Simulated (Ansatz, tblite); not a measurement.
**The cluster ZrS₃−: one state, many levels**

Aim: run the doublet of the cluster ZrS₃− at one geometry on many levels, and compare frontier levels, spin and run time.

The runs use Ansatz 0.2.0, Gaussian basis; as each input shows.

Plan: GFN1-xTB, GFN2-xTB, PBE-D4/def2-TZVPD, r2SCAN-D4/def2-TZVPD, HSE06-D4/def2-TZVPD, CAM-B3LYP-D4/def2-TZVPD, B97M-V/def2-TZVPD, B2PLYP/def2-TZVPD, B3LYP-D4/def2-TZVPD, PBE-D4/def2-SVPD, PBE0-D4/def2-SVPD, CCSD(T)/def2-SVPD, MP2/def2-TZVPD, RPA/def2-TZVPD.

3 further runs of the same task are left out: 1 that didn't finish, 2 set aside as unsound or not needed.

### Step 1. The geometry

The geometry is that of the doublet, from an earlier relaxation (PBE0-D4/def2-SVPD). At that level it is the lowest of the isomers that a small search found.

4 atoms, charge -1, spin multiplicity 2.

Bond lengths: Zr1–S2 2.327 Å, Zr1–S3 2.327 Å, Zr1–S4 2.327 Å. Angles: S2–Zr1–S3 117.2°, S2–Zr1–S4 117.2°, S3–Zr1–S4 117.1°.

As a file:

```
Zr   -0.0038    0.2245   -0.1968
S     2.1740    0.4337    0.5973
S    -1.7213    0.9050    1.2187
S    -0.4489   -1.5632   -1.6192
```

Zr takes a core potential in the def2 sets. No spin-orbit coupling is included. The ion is computed in the gas phase, without counter-ions or solvent.

PBE0-D4/def2-TZVPD was run before; its log isn't repeated, and its numbers join the tables.

### Step 2. GFN1-xTB

Tight binding, by tblite at 300 K electronic temperature and without a spin-polarisation term:

```python
tblite.interface.Calculator('GFN1-xTB', numbers, positions, charge=-1, uhf=1).singlepoint()
```

Energy -346.1616 eV; 0.004 s.

### Step 3. GFN2-xTB

Tight binding, by tblite at 300 K electronic temperature and without a spin-polarisation term:

```python
tblite.interface.Calculator('GFN2-xTB', numbers, positions, charge=-1, uhf=1).singlepoint()
```

Energy -314.3512 eV; 0.007 s.

### Step 4. PBE-D4/def2-TZVPD

start.molden holds the orbitals of an earlier run on this state, given as this run's starting guess.

in.yaml reads:

```yaml
crystal:
  periodic: [false, false, false]
  atoms:
    - {symbol: Zr, position_ang: [-0.003767, 0.224487, -0.196844]}
    - {symbol: S, position_ang: [2.173989, 0.433726, 0.597313]}
    - {symbol: S, position_ang: [-1.721350, 0.905026, 1.218747]}
    - {symbol: S, position_ang: [-0.448862, -1.563240, -1.619205]}
basis:
  gaussian: {orbitals: def2-TZVPD, initial_orbitals: start.molden}
total_charge: -1
magnetization: {spin_polarized: true, initial_magnetization: 1}
hamiltonian: {xc: pbe, dispersion: d4}
scf: {omitted_lower_state_checks: [starts]}
output: {orbitals: {seedname: orbitals}}
```

Run with:

```console
$ ansatz run in.yaml --threads 4 --pin off --events-out ev --progress --plain --max-ram 3916MiB
```

Further steps of the session: r2SCAN-D4/def2-TZVPD; HSE06-D4/def2-TZVPD; CAM-B3LYP-D4/def2-TZVPD; B97M-V/def2-TZVPD; B2PLYP/def2-TZVPD; B3LYP-D4/def2-TZVPD; PBE-D4/def2-SVPD; PBE0-D4/def2-SVPD; CCSD(T)/def2-SVPD; MP2/def2-TZVPD; RPA/def2-TZVPD.

Q: Predict the results of all the runs planned. Wanted: gap in def2-TZVPD, named functionals, smallest and largest; correlation energy, CCSD(T)/def2-SVPD; correlation energy, MP2/def2-TZVPD; ⟨S²⟩ in def2-TZVPD, named functionals, smallest and largest; PBE0 total energy, smallest basis above largest.

**Answer**, as computed:

```
                                                   quantity                                     value
 gap in def2-TZVPD, named functionals, smallest and largest  0.55 eV (PBE-D4), 3.61 eV (CAM-B3LYP-D4)
                      correlation energy, CCSD(T)/def2-SVPD                                 -19.63 eV
                         correlation energy, MP2/def2-TZVPD                                 -21.98 eV
⟨S²⟩ in def2-TZVPD, named functionals, smallest and largest                              0.757, 0.794
            PBE0 total energy, smallest basis above largest          10.90 eV (def2-SVPD, def2-TZVPD)
```

What this shows: Over the named functionals in def2-TZVPD the gap runs from 0.55 eV (PBE-D4) to 3.61 eV (CAM-B3LYP-D4); exact exchange widens it. Over the named functionals in def2-TZVPD spin contamination reaches 0.04 (CAM-B3LYP-D4), which is small. Notes on CCSD(T)/def2-SVPD: large T1 diagnostic.
